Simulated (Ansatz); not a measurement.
# CH8OSi: the cost of one run

Method: RKS PBE0-D4/6-31G*, in Ansatz 0.2.0.

## (1) The system as given

Bond lengths: Si1–H3 1.460 Å, Si1–H4 1.459 Å, Si1–H5 1.459 Å, Si1–O6 1.980 Å, O6–C7 1.420 Å, C7–H8 1.110 Å, C7–H9 1.110 Å, C7–H10 1.110 Å. Angles: H3–Si1–H4 109.5°, H3–Si1–H5 109.5°, H3–Si1–O6 178.9°, H4–Si1–H5 109.5°, H4–Si1–O6 70.0°, H5–Si1–O6 70.0°, Si1–O6–C7 125.0°, O6–C7–H8 109.5°, O6–C7–H9 109.5°, O6–C7–H10 109.5°, H8–C7–H9 109.4°, H8–C7–H10 109.4°, H9–C7–H10 109.4°.

Structure file:

```xyz
11

Si    0.0000    0.0000    0.0000
H     0.0000    0.0000    1.8100
H     1.3768    0.0000   -0.4862
H    -0.6877    1.1914   -0.4862
H    -0.6877   -1.1914   -0.4862
O    -1.8790    0.0000    0.6243
C    -2.9270   -0.7693    0.0532
H    -2.5462   -1.7789   -0.2069
H    -3.7573   -0.8645    0.7838
H    -3.2980   -0.2667   -0.8643
H    -0.9605    0.0000    1.7351
```

## (2) A restrained relaxation towards end A

Springs on the bonds that form and break draw the guess towards this end; the thresholds are loose.

File input.yaml:

```yaml
crystal:
  periodic: [false, false, false]
  atoms:
    - { symbol: Si, position_ang: [0.0, 0.0, 0.0] }
    - { symbol: H, position_ang: [0.0, 0.0, 1.81] }
    - { symbol: H, position_ang: [1.3768, 0.0, -0.4862] }
    - { symbol: H, position_ang: [-0.6877, 1.1914, -0.4862] }
    - { symbol: H, position_ang: [-0.6877, -1.1914, -0.4862] }
    - { symbol: O, position_ang: [-1.879, 0.0, 0.6243] }
    - { symbol: C, position_ang: [-2.927, -0.7693, 0.0532] }
    - { symbol: H, position_ang: [-2.5462, -1.7789, -0.2069] }
    - { symbol: H, position_ang: [-3.7573, -0.8645, 0.7838] }
    - { symbol: H, position_ang: [-3.298, -0.2667, -0.8643] }
    - { symbol: H, position_ang: [-0.9605, 0.0, 1.7351] }
basis:
  gaussian: { orbitals: "6-31G*" }
hamiltonian:
  xc: pbe0
  dispersion: d4
relax:
  f_tol: 0.15
  max_steps: 25
  restrain:
    - { distance: [0, 5], at: 2.88, k: 30.0 }
    - { distance: [10, 1], at: 1.86, k: 30.0 }
    - { distance: [0, 1], at: 1.46, k: 30.0 }
    - { distance: [10, 5], at: 1.01, k: 30.0 }
```

On the command line:

```sh
> ansatz run input.yaml --threads 1 --pin off --max-ram 2048MiB --backend cpu --events-out ev --progress --plain --runs-dir out
```

What time and memory should one allow on 1 thread of Arm Neoverse N1, shared host?

About 43 s, with a peak of 0.14 GiB.
